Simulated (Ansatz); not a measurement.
Input file:

```yaml
crystal:
  periodic: [false, false, false]
  atoms:
    - {symbol: N, position_ang: [0.000000, -0.143210, 1.718396]}
    - {symbol: O, position_ang: [0.000000, 0.058390, 0.398268]}
    - {symbol: Si, position_ang: [0.000000, 0.009037, -1.158961]}
    - {symbol: H, position_ang: [0.000000, 0.811436, 2.092278]}
basis:
  gaussian: {orbitals: cc-pVDZ}
correlation: {active_space: {ras: {orbitals: [8, 0, 36], electrons: 17, max_holes: 2, max_particles: 2}, fixed_orbitals: true}}
```

```sh
$ ansatz run in.yaml --threads 1 --pin off --events-out ev --progress --plain --max-ram 2393MiB
```

Task: One thing in this input was set wrong on purpose, beside settings that are merely unusual. What is the gravest fault, and what does the program do?

Result: Electron count of the space is wrong. How the run ends: stopped by an error.
```
497 factors; integrals over basis functions are off by at most 1.6e-3 eV
mean field evaluation 1: about -11387.8210 eV, gradient 3.7e1 eV
mean field evaluation 2: about -11387.8260 eV, gradient 3.7e1 eV
mean field evaluation 4: about -11391.8360 eV, gradient 4.5e0 eV
mean field evaluation 8: about -11391.9511 eV, gradient 3.6e-1 eV
mean field evaluation 16: about -11385.8951 eV, gradient 1.1e0 eV
mean field evaluation 32: about -11387.3653 eV, gradient 1.2e1 eV
mean field -11391.95398705 eV, -418.6465872804 hartree, gradient 5.6e-6 eV, S^2 0.000000; 3 other end points of the search recorded, 0 dependent functions left out
reference -11391.95398705 eV, -418.6465872804 hartree; 15, 15 occupied and 36, 36 virtual orbitals, 497 factors
Error: 17 electrons in 44 orbitals form no window around the highest filled level of the reference
```
